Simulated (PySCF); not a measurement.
# Spin states of N₂

Unrestricted PBE0; PySCF, spin-free X2C with a Gaussian nucleus, basis sets N x2c-SVPall. Outer shells of the fragments: N 2s2 2p3; N 2s2 2p3.

Followed along the bond (rough minima from three points):

```
2Ms+1  unpaired  ⟨S²⟩ at the start  R at minimum (Å)  Te (eV)
    1      none               0.00              1.10     0.00
    3      π ↑↑               2.00              1.27     6.38
    5    π ↑↑↑↑               6.01  none in the scan   ≤ 9.23
```

Solutions found at the starting distance of 1.310 Å, counted from the lowest of them; the search is not exhaustive and high or unbound solutions are not listed, so other states can lie among these:

| 2Ms+1 | unpaired | term | E (eV) | ⟨S²⟩ | ⟨Lz²⟩ |
| --- | --- | --- | --- | --- | --- |
| 1 | none | ¹Σ⁺ | 0.00 | 0.00 | 0.00 |
| 3 | π ↑↑ | mixed | 4.12 | 2.00 | 2.01 |
| 3 | π ↑↑ | mixed | 5.19 | 2.01 | 2.00 |
| 3 | σ ↑, π ↑ | ³Π | 5.21 | 2.01 | 1.00 |
| 5 | π ↑↑↑↑ | ⁵Σ⁺ | 7.75 | 6.01 | 0.00 |
| 5 | σ ↑, π ↑↑↑ | ⁵Π | 8.47 | 6.01 | 1.00 |

A term symbol is given only where ⟨S²⟩ and ⟨Lz²⟩ are close to those of a pure state; real π, δ and φ orbitals otherwise mix terms, and g/u labels are left off.

Task: Compare the gap between the two lowest followed solutions at the starting distance with the gap between their minima.

Result: At PBE0 the second solution (triplet, unpaired electrons π ↑↑) lies +4.12 eV from the first (singlet, closed shell) at 1.310 Å and +6.38 eV at the minima; the two curves relax by different amounts, since their minima lie near 1.27 and 1.10 Å.

The measured ground state is X ¹Σg+ (Huber and Herzberg, Constants of Diatomic Molecules (1979)).

Counting both spins, an empty level lies below a filled one in some of these solutions, because spin and occupation are held.
